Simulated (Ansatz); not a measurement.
Relaxation of CH4SSi (7 atoms, charge 0, multiplicity 1), to a largest force component of 0.015 eV/Å in at most 40 steps.

All numbers below come from RKS LDA/6-31G* (Ansatz 0.2.0).

```xyz
7
Properties=species:S:1:pos:R:3:forces:R:3
C -0.814 0.643 -0.307 -0.19 1.33 -0.92
S -0.131 -0.354 0.961 0.73 -1.09 1.47
Si 1.629 -1.113 0.032 0.07 0.56 -1.41
H -1.716 1.136 0.058 -0.50 -0.06 0.44
H -0.183 1.495 -0.610 0.40 -0.14 0.02
H -1.099 0.114 -1.210 -0.03 -0.54 -0.45
H 2.374 -1.989 1.030 -0.49 -0.06 0.85
```

Where does it end, and by what steps?

The forces met the threshold. After 5 steps the energy has fallen by 0.360 eV; H7 moved furthest, 0.32 Å.

| step | energy less start (eV) | largest force component (eV/Å) | accepted |
| --- | --- | --- | --- |
| 0 | 0.0000 | 1.468 | yes |
| 1 | -0.2829 | 0.916 | yes |
| 2 | -0.3396 | 0.464 | yes |
| 3 | -0.3504 | 0.334 | yes |
| 4 | -0.3589 | 0.096 | yes |
| 5 | -0.3597 | 0.012 | yes |

```xyz
7
Properties=species:S:1:pos:R:3
C -0.814 0.665 -0.313
S 0.028 -0.407 0.897
Si 1.736 -1.102 -0.129
H -1.723 1.067 0.164
H -0.163 1.504 -0.609
H -1.103 0.090 -1.208
H 2.100 -1.885 1.152
```

Time of the run: 13 s on 1 CPU thread of a shared host.
